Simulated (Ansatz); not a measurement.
**H3Si–C, quartet: the ladder up to UCCSDT(Q)**

Geometry: that of the H3Si–C, doublet, kept fixed.

```yaml
atoms:
  - { symbol: Si, position_ang: [-0.0027, 0.0000, 0.4927] }
  - { symbol: C, position_ang: [0.0237, 0.0000, -1.3968] }
  - { symbol: H, position_ang: [0.6305, -1.2164, 1.0698] }
  - { symbol: H, position_ang: [0.6307, 1.2163, 1.0698] }
  - { symbol: H, position_ang: [-1.4681, 0.0001, 0.7752] }
```

Basis cc-pVTZ; Ansatz 0.2.0. Correlated methods freeze the noble-gas cores, which leaves 11 electrons in 100 orbitals. Prefix R: restricted or restricted open-shell reference; prefix U: unrestricted. Active spaces: valence = (11e, 11o) chosen from the atoms' valence shells.

Full CI isn't at hand for all of this; UCCSDT(Q) serves as the reference, and is uncertain by about the last step of the cluster series. The frozen core follows each run's orbitals, which can shift R against U totals by a few meV.

- UHF ⟨S²⟩: 3.756
- T1 diagnostic (RCCSD): 0.0230
- largest doubles amplitude (RCCSD): 0.025
- T1 diagnostic (UCCSD): 0.0209

```csv
level,E − E(UCCSDT(Q)) (kcal/mol),share of correlation (%),wall time
RHF,156.56,0.00,–
UHF,155.20,0.87,–
RMP2,29.91,80.89,–
UMP2,29.78,80.98,–
RCCSD,5.68,96.37,–
UCCSD,5.62,96.41,–
RCCSD(T),1.02,99.35,9.5 s (H100)
UCCSD(T),0.98,99.37,14 s (H100)
BCCD(T),0.98,99.38,11 s (H100)
RCCSDT,0.20,99.87,–
UCCSDT,0.17,99.89,–
RCCSDT(Q),0.05,99.97,56 s (H100)
CASSCF (valence space),118.73,24.16,–
NEVPT2 (valence space),31.19,80.08,32 s (H100)
```

The correlation energy at UCCSDT(Q), counted from RHF, is -6.789 eV. That run took 37 s on 2 threads of AMD EPYC 7R13 with a shared H100 80 GB, shared host.

Times hold each run's SCF and search for its determinant on a shared host, so for small cases they say little of a method's own cost.

Natural occupations of CASSCF (valence space) about the gap: 1.986 1.980 1.977 1.977 1.000 1.000 1.000 0.028 0.019 0.018; effectively unpaired electrons, Σ n²(2−n)², 3.01.
